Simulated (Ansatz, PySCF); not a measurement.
Molecule: C$_{4}$H$_{7}$ (charge 0, doublet). It need not be the lowest isomer of its formula. SMILES: C([CH2])(=C)C
Structure (B3LYP-D3(BJ)/def2-TZVP (Ansatz, a quantum-chemistry and plane-wave program) minimum search):
```xyz
11

C      0.2258     0.1355     1.4075
C      0.0074     0.0796     0.0451
H      0.3812     1.0824     1.9077
H      0.2473    -0.7595     2.0139
C     -0.0284     1.2303    -0.7280
H      0.1213     2.2049    -0.2831
H     -0.2068     1.1890    -1.7940
C     -0.1820    -1.2614    -0.6281
H     -0.3684    -2.0499     0.1004
H     -1.0204    -1.2357    -1.3259
H      0.7092    -1.5350    -1.1977
```
Charge 0, spin multiplicity 2.

Quantity: atomisation energy (electronic, to ground-state atoms), in kJ/mol. Correlated levels leave the core frozen unless marked. Open shells are spin-unrestricted. No spin-orbit coupling. No relativistic terms. The coupled-cluster limit lacks core correlation, which all-electron functionals hold. CBS(X,Y): correlation extrapolated as X^-3; Hartree-Fock from the larger set. The bracket is a focal-point correction in the basis named.

The UHF reference is spin-contaminated (<S^2> 0.20 over the pure value in the largest basis). 

```csv
level,program,atomisation energy (kJ/mol)
revPBE-D4/def2-TZVPD,Ansatz + dftd4,___
B97M-V/def2-TZVPD,Ansatz,___
PBE0-D3(BJ)/def2-TZVP,Ansatz + dftd3,4491.0
TPSSh-D4/def2-TZVPD,PySCF + dftd4,4487.8
M06-2X/def2-TZVPD,PySCF,4431.9
CCSD/6-31G,Ansatz,3886.6
"RI-MP2/CBS(cc-pVTZ,cc-pVQZ)+[CCSD(T)-MP2]/cc-pVDZ",Ansatz,___
```

Q: Complete the blanks.

A: 
- revPBE-D4/def2-TZVPD, atomisation energy (kJ/mol): 4455.2
- B97M-V/def2-TZVPD, atomisation energy (kJ/mol): 4458.1
- RI-MP2/CBS(cc-pVTZ,cc-pVQZ)+[CCSD(T)-MP2]/cc-pVDZ, atomisation energy (kJ/mol): 4435.4
